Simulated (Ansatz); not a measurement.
in.yaml

```yaml
crystal:
  periodic: [false, false, false]
  atoms:
    - {symbol: Si, position_ang: [0.000000, 0.000000, -1.757378]}
    - {symbol: B, position_ang: [0.000000, 0.000000, 5.030622]}
    - {symbol: H, position_ang: [0.000000, 0.000000, -3.273243]}
basis:
  gaussian: {orbitals: cc-pVDZ}
correlation: {method: fic_mrcisd_q_relaxed, electrons: outside_noble_gas, active_space: {window: {electrons: 4, orbitals: 2}}}
accuracy: high
```

```sh
$ ansatz run in.yaml --threads 1 --pin off --events-out ev --progress --plain --max-ram 2393MiB
```

The program prints:

```
650 factors; integrals over basis functions are off by at most 1.3e-8 eV
mean field evaluation 1: about -8535.4083 eV, gradient 1.1e1 eV
mean field evaluation 2: about -8535.4106 eV, gradient 1.1e1 eV
mean field evaluation 4: about -8533.1537 eV, gradient 2.0e1 eV
mean field evaluation 8: about -8538.9072 eV, gradient 1.1e-1 eV
mean field evaluation 16: about -8538.9060 eV, gradient 5.9e-9 eV
mean field evaluation 32: about -8538.9205 eV, gradient 2.9e-2 eV
mean field evaluation 64: about -8538.8939 eV, gradient 2.4e-5 eV
mean field evaluation 96: about -8538.9060 eV, gradient 1.3e-2 eV
mean field evaluation 128: about -8537.8365 eV, gradient 9.7e0 eV
mean field evaluation 160: about -8538.9054 eV, gradient 1.0e-1 eV
mean field -8538.92207017 eV, -313.7995981893 hartree, gradient 2.6e-8 eV, S^2 0.000000; 11 other end points of the search recorded, 0 dependent functions left out; unrestricted orbitals would lower it
reference -8538.90601140 eV, -313.7990080406 hartree; 10, 10 occupied and 27, 27 virtual orbitals, 650 factors
state -8538.92207017 eV, -313.7995981893 hartree
...
contracted CI cycle  13: correlation -6.44184603 eV, -0.2367334752 hartree, residual 1.30e-4 eV
contracted CI cycle  14: correlation -6.44184603 eV, -0.2367334753 hartree, residual 8.22e-5 eV
contracted CI cycle  15: correlation -6.44184603 eV, -0.2367334753 hartree, residual 6.55e-5 eV
contracted CI cycle  16: correlation -6.44184603 eV, -0.2367334753 hartree, residual 4.77e-5 eV
contracted CI cycle  17: correlation -6.44184603 eV, -0.2367334753 hartree, residual 2.37e-5 eV
contracted CI cycle  18: correlation -6.44184603 eV, -0.2367334753 hartree, residual 1.20e-5 eV
contracted CI cycle  19: correlation -6.44184603 eV, -0.2367334753 hartree, residual 5.30e-6 eV
contracted CI cycle  20: correlation -6.44184603 eV, -0.2367334753 hartree, residual 1.63e-6 eV
contracted CI cycle  21: correlation -6.44184603 eV, -0.2367334753 hartree, residual 6.32e-7 eV
contracted CI cycle  22: correlation -6.44184603 eV, -0.2367334753 hartree, residual 4.04e-7 eV
state -8538.92207017 eV, -313.7995981893 hartree; corrected -8549.01450296 eV, -314.1704882535 hartree
WARN: 2 active orbitals are nearly empty or full. The corrections depend on them more than the energy does, and are more stable in an active space without them
Total energy: -8549.01450296 eV, -314.1704882535 hartree
```

Natural occupations: 2.0000 2.0000.

Ran on 1 thread of Arm Neoverse V1, shared host: 2.9 s wall, 0.23 GiB peak host memory.
